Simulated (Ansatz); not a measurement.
Process, species as SMILES: N(C)C [N-methylmethanamine] + N (NH3) -> 2 CN (CH5N)

Quantity: bond separation energy (electronic), in kcal/mol. Terms: LANL2DZ all-electron up to Ne; non-relativistic; 6-311+G** with 5d; no spin-orbit coupling; 6-31G* and kin with 6d, 5d where marked; valence correlation only. CBS marks a two-point X^-3 extrapolation of the correlation energy; Hartree-Fock from the larger set. [CCSD(T)-MP2]/basis is that difference in the basis named. First-principles rows: single points at B3LYP-D3(BJ) geometries (Ansatz, a quantum-chemistry and plane-wave program).

Coupled cluster (Ansatz) is a level with limits of its own, used here on species with T1 under 0.025 (0.045 for open shells) and stable references: RI-MP2/CBS(aug-cc-pVTZ,aug-cc-pVQZ)+[CCSD(T)-MP2]/aug-cc-pVTZ.

Value to compare with, RI-MP2/CBS(aug-cc-pVTZ,aug-cc-pVQZ)+[CCSD(T)-MP2]/aug-cc-pVTZ (Ansatz): 3.9 kcal/mol.

```json
[
 {"level": "HF/STO-3G", "program": "Ansatz", "bond separation energy (electronic) (kcal/mol)": "1.0", "difference": "-2.9"},
 {"level": "HF/3-21G", "program": "Ansatz", "bond separation energy (electronic) (kcal/mol)": "2.1", "difference": "-1.8"},
 {"level": "HF/LANL2DZ", "program": "Ansatz", "bond separation energy (electronic) (kcal/mol)": "1.6", "difference": "-2.3"},
 {"level": "HF/6-31G*", "program": "Ansatz", "bond separation energy (electronic) (kcal/mol)": "2.3", "difference": "-1.6"},
 {"level": "HF/6-311+G**", "program": "Ansatz", "bond separation energy (electronic) (kcal/mol)": "2.3", "difference": "-1.6"}
]
```

Among the 5 habitual levels, HF/STO-3G lies farthest from RI-MP2/CBS(aug-cc-pVTZ,aug-cc-pVQZ)+[CCSD(T)-MP2]/aug-cc-pVTZ (Ansatz) (-2.9 kcal/mol); 0 of 5 lie above it, and their mean absolute difference is 2.0 kcal/mol, the median 1.8. One case shows no general order.

The sets are all those run for this method; runs whose electronic state is in doubt are left out.
